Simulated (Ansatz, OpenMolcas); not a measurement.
## How methods differ on SiHCl (SMILES [SiH]Cl)

The species is SiHCl (3 atoms), meant as a singlet with charge 0. As SMILES, `[SiH]Cl`. Geometry: relaxed at PBE0-D4/def2-TZVP.

```xyz
3

Si   -0.5483    0.5710   -0.2339
Cl    1.2754    0.3528    0.7362
H    -0.7271   -0.9238   -0.5023
```

Each level gives the electronic atomisation energy (eV). The values are calculated. Electronic energies at fixed atoms, without zero-point motion or spin-orbit coupling.

```csv
level,kind,program,value (eV),less CCSD(T)/cc-pVTZ,CPU time (all runs)
HF/cc-pVTZ,Hartree–Fock,Ansatz,5.43,-1.97,1.8 s
BLYP/cc-pVTZ,GGA,OpenMolcas,7.51,+0.11,42 s
revPBE/cc-pVTZ,GGA,Ansatz,7.42,+0.02,6 s
TPSS/cc-pVTZ,meta-GGA,OpenMolcas,7.76,+0.36,57 s
PBE0/cc-pVTZ,global hybrid,Ansatz,7.53,+0.13,5.4 s
B2PLYP/cc-pVTZ,double hybrid,Ansatz,7.52,+0.12,7.2 s
MP2/cc-pVTZ,perturbation theory,Ansatz,7.45,+0.05,2.2 s
CCSD(T)/cc-pVTZ,coupled cluster or CI,Ansatz,7.40,0.00,5.1 s
```

Differences are taken from CCSD(T)/cc-pVTZ for orientation; it has basis-set and higher-order errors of its own. The values span 5.43 to 7.76 eV. Times are those of the runs behind each value, whatever else they computed, on shared processors of several kinds: orders of magnitude only.
